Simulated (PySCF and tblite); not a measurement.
Values are calculated unless marked as measured or tabulated.
System: C4H7NO, numbered as in [O:1]=[CH:2][CH:3]1[CH2:4][NH:5][CH2:6]1.

Motion: pyramidal inversion at N5. GFN2-xTB gives an electronic barrier of 6.2 kcal/mol and a reaction energy of 1.0 kcal/mol.

Task: What does PBE0/pcSseg-1 + D3(BJ) give on PBE0-D3(BJ)/def2-SVP geometries?

Result: A barrier of 5.4 kcal/mol, 0.8 below the tight-binding barrier (from unrounded values), a reaction energy of 0.5 kcal/mol and, with GFN2-xTB thermal terms, ΔG‡(298 K) = 4.4 kcal/mol and k = 3.6×10⁹ s⁻¹ (1 equivalent path).

Task: And the level of the geometries itself, PBE0-D3(BJ)/def2-SVP?

Result: 4.7 kcal/mol.

Programs: tblite and PySCF.
